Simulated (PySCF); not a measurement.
**From one method to the next for NaLi**

Aim: see what other levels and later steps give for NaLi.

Method: each script names its method and basis; program: PySCF 2.14.0.

### Step 1. Where the work starts

NaLi: 2 atoms, charge 0, spin multiplicity 1.

Bond lengths: Na1–Li2 2.860 Å.

### Step 2. Base script

The input, input.py:

```python
from pyscf import gto, scf, mp

mol = gto.M(
    atom='Na 0 0 0; Li 0 0 2.86',
    basis='minao',
    charge=0,
    spin=0,
    verbose=4,
)
mf = scf.RHF(mol)
mf.kernel()
mp.MP2(mf, frozen=1).kernel()
mf.dip_moment()
print('orbital energies (hartree):', mf.mo_energy[..., max(0, mol.nelec[1]-3):mol.nelec[0]+3].round(4))
```

The run is started by

```sh
$ OMP_NUM_THREADS=1 python input.py
```

### Step 3. Gradient

Run 1 changes step after the SCF: mp2 → gradient.

input.py: that of step 2 with these lines changed.

```diff
@@ -1,2 +1,2 @@
-from pyscf import gto, scf, mp
+from pyscf import gto, scf
 
@@ -11,3 +11,3 @@
 mf.kernel()
-mp.MP2(mf, frozen=1).kernel()
+mf.nuc_grad_method().kernel()
 mf.dip_moment()
```

### Step 4. CISD

Run 2 changes step after the SCF: mp2 → cisd; frozen orbitals: 1 → none.

input.py: that of step 2 with these lines changed.

```diff
@@ -1,2 +1,2 @@
-from pyscf import gto, scf, mp
+from pyscf import gto, scf, ci
 
@@ -11,3 +11,3 @@
 mf.kernel()
-mp.MP2(mf, frozen=1).kernel()
+ci.CISD(mf).kernel()
 mf.dip_moment()
```

### Step 5. R2scan (RKS)

Run 3 changes functional: none (Hartree–Fock) → r2scan; SCF type: RHF → RKS; step after the SCF: mp2 → analyze.

The input, input.py:

```python
from pyscf import gto, dft

mol = gto.M(
    atom='Na 0 0 0; Li 0 0 2.86',
    basis='minao',
    charge=0,
    spin=0,
    verbose=4,
)
mf = dft.RKS(mol, xc='r2scan')
mf.kernel()
mf.analyze()
print('orbital energies (hartree):', mf.mo_energy[..., max(0, mol.nelec[1]-3):mol.nelec[0]+3].round(4))
```

### Step 6. Stability test

Run 4 changes step after the SCF: mp2 → stability.

input.py: that of step 2 with these lines changed.

```diff
@@ -1,2 +1,2 @@
-from pyscf import gto, scf, mp
+from pyscf import gto, scf
 
@@ -11,3 +11,3 @@
 mf.kernel()
-mp.MP2(mf, frozen=1).kernel()
+mf.stability(internal=True, external=True)
 mf.dip_moment()
```

### Step 7. Blyp (RKS)

Run 5 changes functional: none (Hartree–Fock) → blyp; SCF type: RHF → RKS; step after the SCF: mp2 → analyze.

The input, input.py:

```python
from pyscf import gto, dft

mol = gto.M(
    atom='Na 0 0 0; Li 0 0 2.86',
    basis='minao',
    charge=0,
    spin=0,
    verbose=4,
)
mf = dft.RKS(mol, xc='blyp')
mf.kernel()
mf.analyze()
print('orbital energies (hartree):', mf.mo_energy[..., max(0, mol.nelec[1]-3):mol.nelec[0]+3].round(4))
```

Before running it: what results should come out? Wanted: for each run, E(SCF); from base; gap; SCF dipole; after the SCF.

**Answer**, as computed:

```tsv
run	E(SCF) (hartree)	from base (eV)	cycles	gap (eV)	SCF dipole (D)	after the SCF
base	-169.285077	0	5	5.45	0.84	MP2 correlation -0.149 eV, core frozen
gradient	-169.285077	0.0000	5	5.45	0.84	n/a
CISD	-169.285077	0.0000	5	5.45	0.84	CISD correlation -0.357 eV
r2scan (RKS)	-169.746466	not comparable	4	1.83	0.62	n/a
stability test	-169.285077	0.0000	5	5.45	0.84	unstable: RHF/RKS -> UHF/UKS
blyp (RKS)	-169.784300	not comparable	4	1.64	0.34	n/a
```

What this shows: A lower total energy from another functional means nothing by itself.
